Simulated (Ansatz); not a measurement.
## Isomers

Structures of CH3AlO, closed shell, relaxed at PBE0-D4/def2-TZVP (vibrations not checked; lower isomers may exist, and structures with a doubtful reference or unclear bonds are left out). Program: Ansatz 0.2.0. Basis: def2-TZVPP. Cores are frozen in the correlated methods. B3LYP uses VWN-RPA correlation.

Q: Rank them by CCSD(T) energy, lowest first, and give each one's height above the lowest. Links in brackets join atoms within 1.22 times the sum of their covalent radii (1.1 for two metals). (Judge from chemistry; the value comes from the calculation.)
A.
CH₃AlO ([OH][CH][AlH])
```
6
angstrom
C -0.0267 -0.4357 -0.1469
O 0.3084 -0.5226 -1.4375
Al -0.7494 0.9097 1.0262
H -0.4387 -1.4178 0.1401
H 0.7013 0.3058 -1.7317
H 0.2079 1.2080 2.2775
```
B.
a complex of CHAlO ([CH]1[O][Al]1) + H₂
```
6
angstrom
C 0.2955 -0.1519 -0.5477
O 1.0643 -0.7997 0.1946
Al 1.6431 1.1230 0.2694
H -1.3804 1.1924 2.0501
H -0.4893 -0.7466 -1.0553
H -0.7991 1.5130 2.3933
```
C.
CH₃AlO ([CH2][Al][OH])
```
6
angstrom
C -0.4841 0.6653 -0.1994
Al 0.5543 -0.6113 0.5591
O 1.4774 -2.0070 0.7108
H -0.0273 1.6516 -0.2921
H -1.5083 0.7226 0.1718
H 1.6770 -2.6593 0.0416
```
D.
CH₃AlO ([CH2]1[O][AlH]1)
```
6
angstrom
C -0.0089 -0.3228 -0.7558
O 0.2290 -0.9765 0.5573
Al -0.0502 0.6836 0.8329
H -0.9030 -0.6985 -1.2544
H 0.8596 -0.3757 -1.4130
H -0.1264 1.6899 2.0331
```

A: By the calculation: C (0.00 kcal/mol), D (8.76 kcal/mol), B (35.12 kcal/mol), A (51.23 kcal/mol). Heights count from the lowest.

Q: Do PBE-D4, r2SCAN-D4, PBE0-D4, B3LYP-D4, wB97M-V, HF, MP2 give the same order? (Judge from chemistry; the calculation decides.)

A: The calculation gives: All do.

No T1 diagnostic of these runs exceeds 0.033. The T1 diagnostic is large here, which may signal multireference character or strong orbital relaxation, so CCSD(T) is less sure. The restricted Hartree–Fock reference is unstable towards an unrestricted one at one or more of these structures.

For scale, one of the runs: CCSD(T)/def2-TZVPP, 146 basis functions, launched by `ansatz run in.yaml --threads 2 --pin off --events-out ev --progress --plain --max-ram 4352MiB`. The run took 9 s on 2 CPU threads of an Intel Xeon Platinum 8488C (shared host), with 0.87 GiB of host memory at its peak.
